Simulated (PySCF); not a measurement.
Molecule: SMILES ClCC1CC1, C4H7Cl.

Atoms are numbered as in `[Cl:1][CH2:2][CH:3]1[CH2:4][CH2:5]1`. Each H is labelled by its parent atom. Ha(C4), Ha(C5) are cis to C2 on the ring; Hb(C4), Hb(C5) are trans to C2 on the ring.

Geometry PBE0-D3(BJ)/def2-SVP throughout; GIAO in PySCF 2.14.0 with density-fitted response routines, gas phase, one conformer, non-relativistic; equivalent atoms averaged; basis pcSseg-2.

(1) How do the absolute shieldings σ depend on the functional? (ppm; last column core-seconds on shared hosts with different chips, so compare them loosely; the GGAs took longer than the global hybrids here, which isn't the general rule, and the cause wasn't traced)

(2) Which nucleus moves most, in ppm?

Results:

(1) 
```tsv
functional	kind	Cl1	C2	C3	C4/C5	H(C2)	H(C3)	Hb(C4)/Hb(C5)	Ha(C4)/Ha(C5)	core-s
HF	Hartree–Fock	900.3	140.0	179.6	187.1	28.63	30.74	31.09	31.43	19
LDA	LDA	801.6	119.1	160.4	171.3	27.32	29.53	30.07	30.46	39
PBE	GGA	808.7	119.2	160.3	170.5	27.76	30.01	30.50	30.87	46
BLYP	GGA	792.5	113.5	155.3	166.1	27.94	30.23	30.69	31.07	46
BP86	GGA	807.9	119.0	160.0	170.1	27.82	30.08	30.56	30.93	46
OPBE	GGA	833.3	126.3	166.7	175.1	27.79	30.03	30.52	30.86	48
KT2	GGA	825.7	123.3	164.4	174.8	27.71	30.02	30.50	30.90	43
KT3	GGA	826.3	122.6	163.8	173.4	27.91	30.21	30.67	31.05	48
B97-D	GGA	810.9	118.7	160.3	170.2	27.95	30.25	30.72	31.08	48
B3LYP	global hybrid	818.2	119.9	161.1	171.2	28.06	30.28	30.73	31.09	32
PBE0	global hybrid	838.9	126.6	167.0	176.2	27.96	30.13	30.59	30.95	32
mPW1PW91	global hybrid	837.3	125.9	166.3	175.5	28.02	30.19	30.64	30.99	32
WP04	global hybrid	799.8	111.1	153.3	162.6	28.36	30.50	30.92	31.22	31
B97-2	global hybrid	838.0	125.8	166.3	175.4	28.06	30.26	30.70	31.06	30
BHandHLYP	global hybrid	851.3	128.0	168.5	177.7	28.25	30.40	30.81	31.17	30
CAM-B3LYP	range-separated hybrid	831.8	125.5	165.4	175.2	28.11	30.23	30.66	31.03	41
wB97X-D	range-separated hybrid	840.5	127.7	167.2	176.4	28.16	30.27	30.70	31.04	41
LC-wPBE	range-separated hybrid	855.1	134.6	172.1	180.3	28.24	30.22	30.63	30.96	53
```

(2) Cl1 (chlorine bonded to C): from 792.5 ppm with BLYP to 900.3 ppm with HF. The smallest spread is 0.97 ppm, at Ha(C4)/Ha(C5). Proton shifts span only some 12 ppm, so a few tenths of a ppm matter as much there as several ppm in carbon.
